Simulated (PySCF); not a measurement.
C3H6N (doublet state).
Numbering: `[CH3:1][CH2:2][CH:3]=[N:4]` (hydrogens: H5, H6, H7 on C1; H8, H9 on C2; H10 on C3)

Method used: PySCF 2.14.0, PBE0-D3(BJ)/def2-SVP geometry optimisation, gas phase.

(1) Give the optimised bond lengths and angles.

Results:

(1) 
| bond | length (Å) |
| --- | --- |
| C1–C2 | 1.523 |
| C2–C3 | 1.510 |
| C3=N4 | 1.247 |
| C1–H5, C1–H6, C1–H7 | 1.101 |
| C2–H8, C2–H9 | 1.102 |
| C3–H10 | 1.113 |

Bonds in one row agree within 0.01 Å and their mean is given. A selection of angles:
| angle | degrees |
| --- | --- |
| C2–C1–H5 | 110.8 |
| H5–C1–H6 | 107.6 |
| C1–C2–C3 | 112.3 |
| C1–C2–H8 | 111.3 |
| C1–C2–H9 | 110.1 |
| C3–C2–H8 | 108.5 |
| H8–C2–H9 | 107.1 |
| C2–C3–N4 | 125.1 |
| C2–C3–H10 | 116.4 |
| N4–C3–H10 | 118.5 |

Dihedral angles: C1–C2–C3–N4 -124° (anticlinal). The mirror-image conformer, all signs reversed, is as good.

C3 (carbon bonded to C, N and H) is planar (angles 125.1°, 118.5° and 116.4°, sum 360.0°, 0.00 Å off the plane of its three neighbours).

Point group: C1 (no symmetry element, even within 0.4 Å). No frequency check. ⟨S²⟩ = 0.762 (exact for a doublet: 0.75).

The run took 19 s on one thread, x86-64 server, on a shared host. These figures are those of the optimisation.
